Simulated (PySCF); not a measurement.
Simulated S 2p region for `O=S(=O)(Cl)Cl` (sulfuryl chloride), binding energy against the vacuum level.

Every computed line was given a Gaussian of 0.6 eV full width at half maximum and an area set by the number of equivalent atoms (split 2:1 within a doublet); the highest printed point is 100. Computed, not measured: PySCF 2.14.0, delta-SCF UKS SCAN, pcX-2 on the ionised atom, pcseg-1 elsewhere, spin-free X2C.

```csv
binding energy (eV),intensity
175.7,0
175.8,2
175.9,5
176.0,12
176.1,24
176.2,43
176.3,67
176.4,88
176.5,100
176.6,97
176.7,81
176.8,58
176.9,35
177.0,19
177.1,10
177.2,7
177.3,10
177.4,18
177.5,29
177.6,41
177.7,49
177.8,50
177.9,44
178.0,33
178.1,21
178.2,12
178.3,6
178.4,2
178.5,1
178.6,0
```

Question: How many maxima does the curve show, and how many computed lines lie under it?

Answer: The curve has 2 maxima (at 176.5 and 177.8 eV). Under it lie 2 lines from 1 inequivalent sulfur site, drawn as a 2p3/2, 2p1/2 pair.

Question: Decompose the envelope and assign each component. Numbering: `[O:1]=[S:2](=[O:3])([Cl:4])[Cl:5]`.

Answer: 
```
position (eV)  relative area     line  atoms      environment
       176.53           0.67  S 2p3/2     S2  sulfonyl sulfur
       177.77           0.33  S 2p1/2     S2  sulfonyl sulfur
```

No satellites, vibrations or lifetime broadening are included. Spin–orbit coupling isn't in the SCF: each 2p doublet comes from a relaxed spin-free hole plus a matrix of the shell (mean-field spin–orbit coupling and the ground-state 2p splitting), with 2p3/2 averaged over its two sublevels. 2p1/2 minus 2p3/2 (ligand field included): S 1.24 eV. Geometry: PBE0-D3(BJ)/def2-SVP; no solvent, vibrations or thermal averaging.
